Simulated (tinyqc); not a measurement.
Inside a calculation. Method: MP2 on RHF in the sto-3g basis, frozen core, for HF, spin multiplicity 1. Computed by tinyqc, a small Python program that keeps every step (integrals from PySCF). Settings: charge = 0, multiplicity = 1, basis = sto-3g, method = RHF, frozen orbitals = 1, energy threshold = 1e-10, iteration cap = 70, orthogonalisation = symmetric, start = core, DIIS depth = 6. Command: `OMP_NUM_THREADS=1 python tinyqc.py 23976 23977 out.jsonl` (the two numbers bound the seeds that draw the settings). One thread of a shared host (Intel(R) Xeon(R) Processor @ 2.60GHz), about 0.1 s of CPU time with the checks. The early iterations of the SCF are left out here.

## One-electron integrals

Geometry (angstrom):
```
atom         x         y         z
F     0.000000  0.000000  0.000000
H     0.000000  0.000000  1.196000
```

Basis sto-3g: exponents (1/bohr^2) and contraction coefficients of normalised primitives:
```
element  l (shell)    exponent  coefficient
F            s (1)  166.679130     0.154329
F            s (1)   30.360812     0.535328
F            s (1)    8.216821     0.444635
F            s (2)    6.464803    -0.099967
F            s (2)    1.502281     0.399513
F            s (2)    0.488588     0.700115
F            p (3)    6.464803     0.155916
F            p (3)    1.502281     0.607684
F            p (3)    0.488588     0.391957
H            s (1)    3.425251     0.154329
H            s (1)    0.623914     0.535328
H            s (1)    0.168855     0.444635
```

Overlap, kinetic and nuclear-attraction integrals over the contracted functions; the nuclear repulsion is the sum of Za Zb / Rab.

nuclear repulsion = 3.98210276 hartree

overlap S:
```
           1F 1s     1F 2s    1F 2px    1F 2py    1F 2pz     2H 1s
1F 1s   1.000000  0.237990  0.000000  0.000000  0.000000  0.025413
1F 2s   0.237990  1.000000  0.000000  0.000000  0.000000  0.285358
1F 2px  0.000000  0.000000  1.000000  0.000000  0.000000  0.000000
1F 2py  0.000000  0.000000  0.000000  1.000000  0.000000  0.000000
1F 2pz  0.000000  0.000000  0.000000  0.000000  1.000000  0.247675
2H 1s   0.025413  0.285358  0.000000  0.000000  0.247675  1.000000
```

kinetic energy T (hartree):
```
            1F 1s      1F 2s    1F 2px    1F 2py    1F 2pz      2H 1s
1F 1s   36.984577  -0.212858  0.000000  0.000000  0.000000  -0.007616
1F 2s   -0.212858   1.037995  0.000000  0.000000  0.000000   0.024700
1F 2px   0.000000   0.000000  3.248015  0.000000  0.000000   0.000000
1F 2py   0.000000   0.000000  0.000000  3.248015  0.000000   0.000000
1F 2pz   0.000000   0.000000  0.000000  0.000000  3.248015   0.104246
2H 1s   -0.007616   0.024700  0.000000  0.000000  0.104246   0.760032
```

nuclear attraction V (hartree):
```
             1F 1s       1F 2s      1F 2px      1F 2py      1F 2pz      2H 1s
1F 1s   -77.452036   -9.282109    0.000000    0.000000   -0.008851  -1.015155
1F 2s    -9.282109  -11.983308    0.000000    0.000000   -0.110027  -2.455510
1F 2px    0.000000    0.000000  -11.871246    0.000000    0.000000   0.000000
1F 2py    0.000000    0.000000    0.000000  -11.871246    0.000000   0.000000
1F 2pz   -0.008851   -0.110027    0.000000    0.000000  -11.929780  -1.836502
2H 1s    -1.015155   -2.455510    0.000000    0.000000   -1.836502  -5.152297
```

core Hamiltonian H = T + V (hartree):
```
             1F 1s       1F 2s     1F 2px     1F 2py     1F 2pz      2H 1s
1F 1s   -40.467459   -9.494966   0.000000   0.000000  -0.008851  -1.022771
1F 2s    -9.494966  -10.945313   0.000000   0.000000  -0.110027  -2.430809
1F 2px    0.000000    0.000000  -8.623231   0.000000   0.000000   0.000000
1F 2py    0.000000    0.000000   0.000000  -8.623231   0.000000   0.000000
1F 2pz   -0.008851   -0.110027   0.000000   0.000000  -8.681766  -1.732255
2H 1s    -1.022771   -2.430809   0.000000   0.000000  -1.732255  -4.392265
```

## Two-electron integrals

Functions are numbered as in S; the eight-fold symmetry (ij|kl) = (ji|kl) = (kl|ij) leaves the list below.

Two-electron integrals (ij|kl) in chemists' order, unique and non-zero (hartree):
```
(11|11) 5.403501   (21|11) 0.841920   (21|21) 0.156299   (22|11) 1.268028
(22|21) 0.292344   (22|22) 0.926167   (31|31) 0.027998   (32|31) 0.043169
(32|32) 0.204588   (33|11) 1.264502   (33|21) 0.292403   (33|22) 0.925959
(33|33) 0.997514   (41|41) 0.027998   (42|41) 0.043169   (42|42) 0.204588
(43|43) 0.053770   (44|11) 1.264502   (44|21) 0.292403   (44|22) 0.925959
(44|33) 0.889973   (44|44) 0.997514   (51|51) 0.027998   (52|51) 0.043169
(52|52) 0.204588   (53|53) 0.053770   (54|54) 0.053770   (55|11) 1.264502
(55|21) 0.292403   (55|22) 0.925959   (55|33) 0.889973   (55|44) 0.889973
(55|55) 0.997514   (61|11) 0.090977   (61|21) 0.016760   (61|22) 0.031193
(61|33) 0.031146   (61|44) 0.031146   (61|51) 0.000671   (61|52) 0.001267
(61|55) 0.031294   (61|61) 0.001815   (62|11) 0.249308   (62|21) 0.058332
(62|22) 0.208484   (62|33) 0.205344   (62|44) 0.205344   (62|51) 0.003958
(62|52) 0.031978   (62|55) 0.214556   (62|61) 0.006354   (62|62) 0.059636
(63|31) 0.005875   (63|32) 0.035693   (63|53) 0.006587   (63|63) 0.008522
(64|41) 0.005875   (64|42) 0.035693   (64|54) 0.006587   (64|64) 0.008522
(65|11) 0.177548   (65|21) 0.042049   (65|22) 0.160928   (65|33) 0.154235
(65|44) 0.154235   (65|51) 0.008356   (65|52) 0.058870   (65|55) 0.174128
(65|61) 0.004754   (65|62) 0.056601   (65|65) 0.061907   (66|11) 0.436003
(66|21) 0.103652   (66|22) 0.428355   (66|33) 0.414962   (66|44) 0.414962
(66|51) 0.008062   (66|52) 0.093231   (66|55) 0.454743   (66|61) 0.011337
(66|62) 0.163614   (66|65) 0.181163   (66|66) 0.774606
```

## Orthogonalisation

S = U s U^T; symmetric (Loewdin) form X = U s^(-1/2) U^T, so that X^T S X = 1.

eigenvalues of S: 0.585926  0.850067  1.000000  1.000000  1.128503  1.435505

X:
```
            1F 1s      1F 2s    1F 2px    1F 2py     1F 2pz      2H 1s
1F 1s    1.022697  -0.127510  0.000000  0.000000  -0.003460   0.015233
1F 2s   -0.127510   1.058103  0.000000  0.000000   0.030422  -0.160521
1F 2px   0.000000   0.000000  1.000000  0.000000   0.000000   0.000000
1F 2py   0.000000   0.000000  0.000000  1.000000   0.000000   0.000000
1F 2pz  -0.003460   0.030422  0.000000  0.000000   1.025752  -0.136438
2H 1s    0.015233  -0.160521  0.000000  0.000000  -0.136438   1.060447
```

## Iteration 7 (converged): orbitals

converged F (hartree):
```
             1F 1s      1F 2s     1F 2px     1F 2py     1F 2pz      2H 1s
1F 1s   -25.914309  -6.625074   0.000000   0.000000  -0.016208  -0.721877
1F 2s    -6.625074  -3.019099   0.000000   0.000000  -0.029864  -0.696216
1F 2px    0.000000   0.000000  -0.462812   0.000000   0.000000   0.000000
1F 2py    0.000000   0.000000   0.000000  -0.462812   0.000000   0.000000
1F 2pz   -0.016208  -0.029864   0.000000   0.000000  -0.230219  -0.447388
2H 1s    -0.721877  -0.696216   0.000000   0.000000  -0.447388  -0.317367
```

Diagonalise F' = X^T F X, C = X C', fill 5 alpha and 5 beta electrons from the bottom; D = 2 C_occ C_occ^T. Each column has its largest component positive (the first on a tie).

F' = X^T F X (hartree):
```
            1          2          3          4          5          6
1  -25.444967  -3.395662   0.000000   0.000000  -0.036115  -0.053172
2   -3.395662  -1.812634   0.000000   0.000000   0.063357  -0.344106
3    0.000000   0.000000  -0.462812   0.000000   0.000000   0.000000
4    0.000000   0.000000   0.000000  -0.462812   0.000000   0.000000
5   -0.036115   0.063357   0.000000   0.000000  -0.121273  -0.436259
6   -0.053172  -0.344106   0.000000   0.000000  -0.436259  -0.070663
```

orbital energies (hartree): MO1 -25.923626, MO2 -1.418215, MO3 -0.498246, MO4 -0.462812, MO5 -0.462812, MO6 0.390549

coefficients C:
```
              MO1        MO2        MO3       MO4        MO5        MO6
1F 1s    0.994955  -0.257551   0.054178  0.000000   0.000000   0.056661
1F 2s    0.020758   0.991899  -0.277673  0.000000   0.000000  -0.318019
1F 2px   0.000000   0.000000   0.000000  0.999668  -0.025775   0.000000
1F 2py   0.000000   0.000000   0.000000  0.025775   0.999668   0.000000
1F 2pz   0.001422   0.029903   0.685738  0.000000   0.000000  -0.774975
2H 1s   -0.003314   0.104821   0.590182  0.000000   0.000000   0.899916
```

D after iteration 7:
```
            1F 1s      1F 2s    1F 2px    1F 2py     1F 2pz      2H 1s
1F 1s    2.118404  -0.499709  0.000000  0.000000   0.061731   0.003363
1F 2s   -0.499709   2.122792  0.000000  0.000000  -0.321441  -0.119950
1F 2px   0.000000   0.000000  2.000000  0.000000   0.000000   0.000000
1F 2py   0.000000   0.000000  0.000000  2.000000   0.000000   0.000000
1F 2pz   0.061731  -0.321441  0.000000  0.000000   0.942266   0.815681
2H 1s    0.003363  -0.119950  0.000000  0.000000   0.815681   0.718627
```

Within a degenerate level the vectors are fixed only up to a rotation; this is one choice.

## Convergence

Stop when the energy changes by less than 1e-10 hartree and every element of the error matrix X^T (F D S - S D F) X is below 3e-06.

Course of the cycle:
```
iteration   E (hartree)     change  largest element of the error matrix
1          -97.88856423          -                             4.98e-01
2          -98.51865975  -6.30e-01                             8.52e-02
3          -98.52413140  -5.47e-03                             1.87e-02
4          -98.52436466  -2.33e-04                             5.44e-04
5          -98.52436483  -1.75e-07                             5.43e-05
6          -98.52436483  -2.42e-09                             2.03e-07
7          -98.52436483   0.000000                             3.04e-09
```

PySCF RHF in the same basis = -98.52436483 hartree

Converged in 7 iterations.

## Integrals over molecular orbitals

(pq|rs) = sum C_ip C_jq C_kr C_ls (ij|kl), one index at a time.

one-electron integrals over orbitals h = C^T H C (hartree):
```
            1          2          3          4          5          6
1  -40.450065   0.720460  -0.143156   0.000000   0.000000  -0.154822
2    0.720460  -9.125263   0.510179   0.000000   0.000000   0.838856
3   -0.143156   0.510179  -6.918966   0.000000   0.000000   2.206420
4    0.000000   0.000000   0.000000  -8.623231   0.000000   0.000000
5    0.000000   0.000000   0.000000   0.000000  -8.623231   0.000000
6   -0.154822   0.838856   2.206420   0.000000   0.000000  -6.016142
```

Two-electron integrals over orbitals (pq|rs), unique and non-zero (hartree); the lowest 1 orbital is frozen and left out:
```
(22|22) 0.869573    (32|22) -0.044016   (32|32) 0.138970    (33|22) 0.701635
(33|32) -0.018188   (33|33) 0.687939    (42|42) 0.188375    (43|42) -0.030116
(43|43) 0.036819    (44|22) 0.892837    (44|32) -0.068647   (44|33) 0.688873
(44|44) 0.997514    (52|52) 0.188375    (53|52) -0.030116   (53|53) 0.036819
(54|54) 0.053770    (55|22) 0.892837    (55|32) -0.068647   (55|33) 0.688873
(55|44) 0.889973    (55|55) 0.997514    (62|22) -0.091892   (62|32) -0.073040
(62|33) -0.023455   (62|44) -0.090600   (62|55) -0.090600   (62|62) 0.091793
(63|22) -0.227364   (63|32) 0.083686    (63|33) -0.097272   (63|44) -0.239212
(63|55) -0.239212   (63|62) 0.039745    (63|63) 0.224191    (64|42) -0.030438
(64|43) -0.021403   (64|64) 0.029401    (65|52) -0.030438   (65|53) -0.021403
(65|65) 0.029401    (66|22) 0.645241    (66|32) 0.049345    (66|33) 0.652866
(66|44) 0.628243    (66|55) 0.628243    (66|62) -0.055863   (66|63) -0.024414
(66|66) 0.681490
```

## Second-order Moller-Plesset energy

Hartree-Fock energy = -98.52436483 hartree

E2 = sum_ijab (ia|jb) [2 (ia|jb) - (ib|ja)] / (e_i + e_j - e_a - e_b) over occupied i, j and virtual a, b; the opposite-spin part is (ia|jb)^2 / denominator, the rest is same-spin, and SCS-MP2 scales them by 6/5 and 1/3.

Terms:
```
i  j  a  b   (ia|jb)   (ib|ja)  denominator       term
3  3  6  6  0.224191  0.224191    -1.777590  -0.028275
2  2  6  6  0.091793  0.091793    -3.617528  -0.002329
2  3  6  6  0.039745  0.039745    -2.697559  -0.000586
3  2  6  6  0.039745  0.039745    -2.697559  -0.000586
4  4  6  6  0.029401  0.029401    -1.706724  -0.000506
5  5  6  6  0.029401  0.029401    -1.706724  -0.000506
```

Pair energies (hartree; pair i-j sums ij and ji):
```
pair  opposite spin  same spin
2-2       -0.002329   0.000000
3-2       -0.001171   0.000000
3-3       -0.028275   0.000000
4-4       -0.000506   0.000000
5-5       -0.000506   0.000000
```

MP2 correlation energy = -0.03278858 hartree

SCS-MP2 correlation energy = -0.03934630 hartree

MP2 total energy = -98.55715342 hartree
